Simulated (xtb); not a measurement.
xtb input (GFN2-xTB):

```bash
xtb mol.xyz --gfn 2 --sp --chrg -1 --uhf 0
```
mol.xyz:
```
9

H      0.01116471    -0.02286316     2.10006054
N      0.00552309     0.00699052     1.09243157
C     -0.01584127     1.14164578     0.26594390
C      0.01804917    -1.10159074     0.27979305
C     -0.01776430     0.81027342    -1.07692710
C      0.00437150    -0.63979611    -1.02364815
H     -0.02792192     2.11063355     0.75657241
H      0.03526148    -2.09640134     0.70960952
H      0.00994351    -1.30349671    -1.88423371
```

End of the output:

```
         :::::::::::::::::::::::::::::::::::::::::::::::::::::
         ::                     SUMMARY                     ::
         :::::::::::::::::::::::::::::::::::::::::::::::::::::
         :: total energy             -13.583537546351 Eh    ::
         :: gradient norm              0.027439167516 Eh/a0 ::
         :: HOMO-LUMO gap              2.916342450867 eV    ::
         ::.................................................::
         :: SCC energy               -13.783351624391 Eh    ::
         :: -> isotropic ES            0.139407798818 Eh    ::
         :: -> anisotropic ES          0.012093663374 Eh    ::
         :: -> anisotropic XC          0.006349289488 Eh    ::
         :: -> dispersion             -0.006434338948 Eh    ::
         :: repulsion energy           0.199814078040 Eh    ::
         :: add. restraining           0.000000000000 Eh    ::
         :: total charge              -1.000000000000 e     ::
         :::::::::::::::::::::::::::::::::::::::::::::::::::::

           -------------------------------------------------
          |                Property Printout                |
           -------------------------------------------------

    * Orbital Energies and Occupations

         #    Occupation            Energy/Eh            Energy/eV
      -------------------------------------------------------------
         1        2.0000           -0.4153219             -11.3015
         2        2.0000           -0.3800736             -10.3423
         3        2.0000           -0.3615299              -9.8377
         4        2.0000           -0.3183200              -8.6619
         5        2.0000           -0.3066840              -8.3453
         6        2.0000           -0.2795088              -7.6058
         7        2.0000           -0.2537702              -6.9054
         8        2.0000           -0.2430483              -6.6137
         9        2.0000           -0.2286468              -6.2218
        10        2.0000           -0.1687931              -4.5931
        11        2.0000           -0.1265749              -3.4443
        12        2.0000           -0.0974684              -2.6523
        13        2.0000           -0.0506698              -1.3788 (HOMO)
        14                          0.0565039               1.5375 (LUMO)
        15                          0.1337514               3.6396
        16                          0.2419396               6.5835
        17                          0.3448691               9.3844
        18                          0.3673427               9.9959
        19                          0.4146121              11.2822
        20                          0.4634293              12.6106
        21                          0.5088195              13.8457
        22                          0.6556591              17.8414
        23                          0.7771682              21.1478
        24                          0.8415687              22.9003
      -------------------------------------------------------------
                  HL-Gap            0.1071736 Eh            2.9163 eV
             Fermi-level            0.0029171 Eh            0.0794 eV

     #   Z          covCN         q      C6AA      α(0)
     1   1 H        0.860     0.051     2.328     2.390
     2   7 N        2.767    -0.181    24.907     7.412
     3   6 C        3.053    -0.041    28.955     8.825
     4   6 C        2.945    -0.045    29.108     8.849
     5   6 C        2.013    -0.386    43.500    10.652
     6   6 C        3.094    -0.082    29.920     8.965
     7   1 H        0.925    -0.113     6.046     3.845
     8   1 H        0.925    -0.101     5.585     3.696
     9   1 H        0.925    -0.103     5.667     3.723

 Mol. C6AA /au·bohr⁶  :       1334.529068
 Mol. C8AA /au·bohr⁸  :      31150.962693
 Mol. α(0) /au        :         58.356458

Wiberg/Mayer (AO) data.
largest (>0.10) Wiberg bond orders for each atom

 ---------------------------------------------------------------------------
     #   Z sym  total        # sym  WBO       # sym  WBO       # sym  WBO
 ---------------------------------------------------------------------------
     1   1 H    0.997 --     2 N    0.962
     2   7 N    3.443 --     4 C    1.179     3 C    1.081     1 H    0.962
                             6 C    0.122
     3   6 C    3.837 --     5 C    1.591     2 N    1.081     7 H    0.959
                             4 C    0.166
     4   6 C    3.894 --     6 C    1.548     2 N    1.179     8 H    0.957
                             3 C    0.166
     5   6 C    3.001 --     3 C    1.591     6 C    1.252
     6   6 C    3.930 --     4 C    1.548     5 C    1.252     9 H    0.964
                             2 N    0.122
     7   1 H    0.987 --     3 C    0.959
     8   1 H    0.990 --     4 C    0.957
     9   1 H    0.989 --     6 C    0.964
 ---------------------------------------------------------------------------

Topologies differ in total number of bonds
Writing topology from bond orders to xtbtopo.mol

molecular dipole:
                 x           y           z       tot (Debye)
 q only:        0.008      -0.291       0.798
   full:        0.023      -0.880       1.798       5.089
molecular quadrupole (traceless):
                xx          xy          yy          xz          yz          zz
 q only:        4.514       0.122      -3.602      -0.028      -0.014      -0.912
  q+dip:        2.774       0.099      -2.768      -0.060       3.047      -0.006
   full:        3.877       0.119      -2.921      -0.074       3.240      -0.957

           -------------------------------------------------
          | TOTAL ENERGY              -13.583537546351 Eh   |
          | GRADIENT NORM               0.027439167516 Eh/α |
          | HOMO-LUMO GAP               2.916342450867 eV   |
           -------------------------------------------------

------------------------------------------------------------------------
------------------------------------------------------------------------
 total:
 SCF:
Note: The following floating-point exceptions are signalling: IEEE_UNDERFLOW_FLAG IEEE_DENORMAL
normal termination of xtb
```

It need not be the lowest isomer of its formula. Whether it binds its extra electron was not tested at this geometry.
